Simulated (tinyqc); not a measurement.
Inside a calculation. Method: extended Hueckel theory, for H2S. One step of it, computed by the program tinyqc.

Task: Mulliken analysis. P = C n C^T; charge = valence electrons (H 1, S 6) minus the sum of (P S)_ii on the atom; overlap population = 2 sum P_ij S_ij between two atoms.

coefficients:
```
             MO1        MO2        MO3       MO4        MO5        MO6
1S 3s   0.721817   0.000000  -0.404790  0.000000   0.000000   0.978202
1S 3px  0.000000   0.000000   0.000000  1.000000   0.000000   0.000000
1S 3py  0.000000   0.598545   0.000000  0.000000   1.087125   0.000000
1S 3pz  0.026553   0.000000   0.830400  0.000000   0.000000   0.847821
2H 1s   0.261275   0.393368   0.176820  0.000000  -0.849333  -0.902860
3H 1s   0.261275  -0.393368   0.176820  0.000000   0.849333  -0.902860
```

occupations: 2.000000  2.000000  2.000000  2.000000  0.000000  0.000000

overlap S:
```
           1S 3s    1S 3px     1S 3py    1S 3pz     2H 1s      3H 1s
1S 3s   1.000000  0.000000   0.000000  0.000000  0.418811   0.418811
1S 3px  0.000000  1.000000   0.000000  0.000000  0.000000   0.000000
1S 3py  0.000000  0.000000   1.000000  0.000000  0.392580  -0.392580
1S 3pz  0.000000  0.000000   0.000000  1.000000  0.334374   0.334374
2H 1s   0.418811  0.000000   0.392580  0.334374  1.000000   0.121054
3H 1s   0.418811  0.000000  -0.392580  0.334374  0.121054   1.000000
```

Give: charges; Overlap populations.

Result:

charges: 1S -0.2382, 2H 0.1191, 3H 0.1191

Overlap populations:

| pair | value |
|---|---|
| 2-1 | 0.771429 |
| 3-1 | 0.771429 |
| 3-2 | -0.026733 |
